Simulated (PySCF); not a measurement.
# AlCl: the cost of one run

The runs use PySCF 2.14.0, with density-fitted response routines of our own; the level of theory stands in each step. All values are computed, except where a source is named. Atoms are numbered from 0 throughout.

### Step 1. The molecule as given

2 atoms, charge 0, multiplicity 1; geometry from: GFN2-xTB.

Bonds of the start (Å): Al0–Cl1 2.04.

### Step 2. Relaxing the molecule at PBE0-D3(BJ)/def2-TZVP

Job settings and geometry (Å):

```
{"job": {"xc": "PBE0", "basis": "def2-TZVP", "d3": "d3bj", "grid": 2, "kind": "geom"}, "charge": 0, "multiplicity": 1}
Al     0.000000     0.000000     0.000000
Cl     0.000000     0.000000     2.036740
```

**Question.** How long does this first job take on 2 threads of Arm Neoverse V1, shared host?

About 3.9 s.
